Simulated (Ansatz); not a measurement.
We consider 1T (CdI2-type) HfS2, described by PBE (plane waves, PAW; Ansatz, a program for electronic structure).

Numerical settings: plane-wave cutoff 520 eV, 12×12×6 k mesh (along the axes of the cell as run), Fermi–Dirac smearing 0.01 eV, scalar-relativistic PAW data made under PBE.

Computed at the level's own relaxed cell.

Question: What does this level give for the equilibrium volume per atom, lattice parameter a and lattice parameter c?

Answer: 
- equilibrium volume per atom = 26.50 Å³/atom
- lattice parameter a = 3.651 Å
- lattice parameter c = 6.822 Å

Measured, for comparison: lattice constant a 3.635 Å (temperature not stated, no zero-point or thermal correction; as tabulated in Björkman (2014), arXiv:1406.2436); lattice parameter c 5.83 Å (temperature not stated, zero-point anharmonic expansion removed (computed with revB86b-DF2); no thermal correction; as tabulated in Björkman (2014), arXiv:1406.2436). Computed (rounded) less measured: lattice constant a +0.4 %, lattice parameter c +17.0 %.

Note: for a layered or molecular solid the relaxed cell lies over 5 % above the published volume, where the minimum can be shallow; the cell comes from a level without a dispersion term, which matters for the spacing of layers, chains or molecules.

Spin–orbit coupling is not included.

Computed values are for the static lattice.

Computing time: about 5 core-minutes (a rough figure).
